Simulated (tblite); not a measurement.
# H5PS: the cost of one run

Computed with tblite 0.8.0 and PySCF 2.14.0; each step states its level. No surroundings beyond the atoms listed, unless a continuum is named. Atoms count from 0, parts from 1.

### 1 The system as given

7 atoms, charge 0, multiplicity 1; geometry: rigid parts in contact. Parts: 1 = atoms 0–2, `S`, charge 0; 2 = atoms 3–6, `P`, charge 0.

### 2 Bringing the parts together with GFN2-xTB

The job: settings as JSON, then the geometry in Å.

```
{"job": {"kind": "dock", "xc": "GFN2-xTB", "basis": "xTB"}, "charge": 0, "multiplicity": 1, "parts": [{"atoms": "0-2", "charge": 0, "multiplicity": 1}, {"atoms": "3-6", "charge": 0, "multiplicity": 1}]}
S      0.002269     0.612374    -0.004864
H     -0.958540    -0.302758    -0.005782
H      0.956271    -0.309617     0.010646
P     -2.190943    -1.821204    -1.150896
H     -3.009053    -2.765887    -1.751734
H     -3.040739    -1.697076    -0.062187
H     -1.434789    -2.796857    -0.519512
```

Level: GFN2-xTB search for minima from random contacts, gas phase.

Command:

```sh
$ OMP_NUM_THREADS=1 python cluster_run.py task.json out
```

One launch serves the whole session: the jobs run in the order shown.

**Question.** How long does this first job take on 1 thread of Arm Neoverse N1, shared host?

About 3.6 s.
